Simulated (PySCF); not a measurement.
Species: silylidenephosphane, H₃PSi.
SMILES: `[SiH2]=P`

Computed, not measured: PBE0-D3(BJ)/def2-TZVP geometry optimisation, gas phase in PySCF 2.14.0.

Take the most abundant isotopes and a rigid rotor. 

(1) Give the principal moments of inertia and the rotational constants in MHz.

(2) Classify the top.

(3) What does the inertial defect say?

(4) Which types of transition are allowed, and where do some lines up to J = 5 fall?

(5) Estimate the classical rotational partition function at 50 K, 200 K and 500 K.

## Answers

(1) Ia = 5.01, Ib = 70.72, Ic = 75.74 u·Å²; 505379 MHz·u·Å²/I gives A = 100774, B = 7146, C = 6673 MHz.

(2) A near-prolate asymmetric top: κ = (2 × 7146 − 100774 − 6673)/(100774 − 6673) = -0.99.

(3) Planar: Δ = Ic − Ia − Ib = 0.00 u·Å². For a rigid frame Δ = −2 Σ m c², so it vanishes when all atoms lie in the ab plane; here none is more than 0.01 Å from it.

(4) The dipole components are |μa| = 1.58 D, |μb| = 0.49 D, |μc| = 0.00 D; the mirror of this Cs structure is the ab plane, so μc vanishes by symmetry and there are no c-type lines. Intensities carry the squares of the components, which stand as 1.00 : 0.10 (a : b). Some lines, for components of 0.1 D or more:

```json
{"type": "a", "branch": "Q", "J(Ka,Kc)": "3(1,2) ← 3(1,3)", "MHz": "2839", "lower level (cm⁻¹)": "5.849"}
{"type": "a", "branch": "R", "J(Ka,Kc)": "2(1,2) ← 1(1,1)", "MHz": "27164", "lower level (cm⁻¹)": "3.584"}
{"type": "a", "branch": "R", "J(Ka,Kc)": "2(0,2) ← 1(0,1)", "MHz": "27635", "lower level (cm⁻¹)": "0.461"}
{"type": "a", "branch": "R", "J(Ka,Kc)": "2(1,1) ← 1(1,0)", "MHz": "28110", "lower level (cm⁻¹)": "3.600"}
{"type": "a", "branch": "R", "J(Ka,Kc)": "3(2,1) ← 2(2,0)", "MHz": "41462", "lower level (cm⁻¹)": "13.907"}
{"type": "a", "branch": "R", "J(Ka,Kc)": "4(3,2) ← 3(3,1)", "MHz": "55277", "lower level (cm⁻¹)": "30.944"}
{"type": "a", "branch": "R", "J(Ka,Kc)": "4(3,1) ← 3(3,0)", "MHz": "55277", "lower level (cm⁻¹)": "30.944"}
{"type": "a", "branch": "R", "J(Ka,Kc)": "5(2,4) ← 4(2,3)", "MHz": "69088", "lower level (cm⁻¹)": "17.133"}
{"type": "a", "branch": "R", "J(Ka,Kc)": "5(3,2) ← 4(3,1)", "MHz": "69098", "lower level (cm⁻¹)": "32.788"}
{"type": "b", "branch": "Q", "J(Ka,Kc)": "5(1,4) ← 5(0,5)", "MHz": "97463", "lower level (cm⁻¹)": "6.912"}
{"type": "b", "branch": "R", "J(Ka,Kc)": "3(1,3) ← 2(0,2)", "MHz": "133901", "lower level (cm⁻¹)": "1.383"}
{"type": "b", "branch": "R", "J(Ka,Kc)": "4(1,4) ← 3(0,3)", "MHz": "146777", "lower level (cm⁻¹)": "2.765"}
{"type": "b", "branch": "R", "J(Ka,Kc)": "5(1,5) ← 4(0,4)", "MHz": "159422", "lower level (cm⁻¹)": "4.608"}
{"type": "b", "branch": "Q", "J(Ka,Kc)": "4(2,2) ← 4(1,3)", "MHz": "279258", "lower level (cm⁻¹)": "7.819"}
{"type": "b", "branch": "R", "J(Ka,Kc)": "5(2,3) ← 4(1,4)", "MHz": "353113", "lower level (cm⁻¹)": "7.661"}
{"type": "b", "branch": "Q", "J(Ka,Kc)": "5(3,2) ← 5(2,3)", "MHz": "469276", "lower level (cm⁻¹)": "19.440"}
{"type": "b", "branch": "Q", "J(Ka,Kc)": "3(3,1) ← 3(2,2)", "MHz": "469323", "lower level (cm⁻¹)": "15.290"}
{"type": "b", "branch": "Q", "J(Ka,Kc)": "4(3,2) ← 4(2,3)", "MHz": "469328", "lower level (cm⁻¹)": "17.133"}
{"type": "b", "branch": "R", "J(Ka,Kc)": "3(3,1) ← 2(2,0)", "MHz": "510777", "lower level (cm⁻¹)": "13.907"}
```

(5) Point group Cs, symmetry number σ = 1; q = (√π/σ)·√((kT/h)³/(ABC)), k/h = 20836.6 MHz/K: 860 at 50 K, 6880 at 200 K, 27200 at 500 K.

No PBE0-D3(BJ)/def2-TZVP frequencies stand behind this structure, so it isn't proved a minimum. No vibrational averaging or centrifugal distortion is included, and the geometry carries the error of its method.

On Arm Neoverse V1, one thread, shared host with 32 logical CPUs at a one-minute load of 9.3, this took 9.4 s and 0.37 GiB of memory at its peak. These figures are those of the optimisation.
